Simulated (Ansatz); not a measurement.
## Worked example: Ge–NH2⁺, singlet against Ge–NH₂, doublet

Geometry (PBE0/def2-TZVP stationary point of a doublet), kept for both states (Ge–NH2, doublet: B2; Ge–NH2⁺, singlet: A1):

```json
{"atom": "Ge", "x (Å)": "0.0000", "y (Å)": "0.0000", "z (Å)": "0.3411"}
{"atom": "N", "x (Å)": "0.0000", "y (Å)": "0.0000", "z (Å)": "-1.4753"}
{"atom": "H", "x (Å)": "0.0000", "y (Å)": "0.8361", "z (Å)": "-2.0406"}
{"atom": "H", "x (Å)": "0.0000", "y (Å)": "-0.8361", "z (Å)": "-2.0406"}
```

Basis cc-pVTZ; Ansatz 0.2.0. Only valence electrons are correlated (noble-gas cores and the filled d shells of p-block atoms frozen). Prefix R: restricted or restricted open-shell reference; prefix U: unrestricted. No spin–orbit coupling is included, and no scalar relativity.

Full CI isn't at hand for all of this; UCCSDT(Q) serves as the reference, and is uncertain by about the last step of the cluster series.

| level | E(Ge–NH2, doublet) (hartree) | E(Ge–NH2⁺, singlet) (hartree) |
| --- | --- | --- |
| UHF | -2131.032423 | -2130.792645 |
| UMP2 | -2131.325451 | -2131.078348 |
| UCCSD(T) | -2131.357179 | -2131.107828 |
| PBE | -2132.615929 | -2132.364220 |
| B3LYP | -2133.047363 | -2132.793266 |
| UCCSDT(Q) | -2131.358597 | -2131.109200 |

Question: Give the vertical gap, Ge–NH2⁺ singlet less Ge–NH2 doublet, at each level in eV (1 hartree = 27.2114 eV), and each error against UCCSDT(Q).

Answer: UCCSDT(Q): (-2131.109200 − (-2131.358597)) × 27.2114 = 6.786 eV (the reference)
B3LYP: (-2132.793266 − (-2133.047363)) × 27.2114 = 6.914 eV, error 0.128 eV
PBE: (-2132.364220 − (-2132.615929)) × 27.2114 = 6.849 eV, error 0.063 eV
UCCSD(T): (-2131.107828 − (-2131.357179)) × 27.2114 = 6.785 eV, error -0.001 eV
UMP2: (-2131.078348 − (-2131.325451)) × 27.2114 = 6.724 eV, error -0.062 eV
UHF: (-2130.792645 − (-2131.032423)) × 27.2114 = 6.525 eV, error -0.261 eV

Total energies of functionals can't be set beside those of wave-function methods, since they hold the core's correlation and their own absolute errors; only the differences compare.

The reference still carries a basis error, for a change of charge of the order of 0.1 eV, so smaller errors of functionals can't be ranked.

Each level lands on the state that its own search finds. T1 diagnostics of restricted CCSD: 0.021 and 0.020.
